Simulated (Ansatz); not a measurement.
Species: o=c=s, COS (charge 0, singlet). SMILES: O=C=S
Coordinates optimised at B3LYP-D3(BJ)/def2-TZVP (Ansatz, a quantum-chemistry and plane-wave program):
```
C
O 1 1.1555
S 1 1.5622 2 180.00
```
Charge 0, spin multiplicity 1.

Quantity: atomisation energy, in kcal/mol. Set-up: LANL2DZ with its own core potentials from Na on; valence correlation only; 6-311+G** with 5d, 6d on Na to Ar in Ansatz; UHF or UKS for open shells; non-relativistic; six Cartesian d functions in 6-31G* and its kin unless marked 5d; atomisation electronic, to ground-state atoms; spin-orbit terms left out. Basis-set limits of correlation are two-point, X^-3; Hartree-Fock from the larger set. Ab initio and DFT rows: single points at B3LYP-D3(BJ) geometries (Ansatz).

Coupled cluster (Ansatz) is a level with limits of its own, used here on species with T1 under 0.025 (0.045 for open shells) and stable references: CCSD(T)/CBS(cc-pV(T+d)Z,cc-pV(Q+d)Z).

Value to compare with, CCSD(T)/CBS(cc-pV(T+d)Z,cc-pV(Q+d)Z) (Ansatz): 333.8 kcal/mol.

```csv
level,program,atomisation energy (kcal/mol),difference
MP2/STO-3G,Ansatz,276.3,-57.5
MP2/3-21G,Ansatz,268.6,-65.2
MP2/LANL2DZ,Ansatz,254.0,-79.8
MP2/6-31G*,Ansatz,325.0,-8.8
MP2/6-311+G**,Ansatz,327.6,-6.2
```

Among the 5 habitual levels, MP2/LANL2DZ lies farthest from CCSD(T)/CBS(cc-pV(T+d)Z,cc-pV(Q+d)Z) (Ansatz) (-79.8 kcal/mol) and MP2/6-311+G** nearest (-6.2); 0 of 5 lie above it, and their mean absolute difference is 43.5 kcal/mol, the median 57.5. One case shows no general order.

The sets are all those run for this method; runs whose electronic state is in doubt are left out.
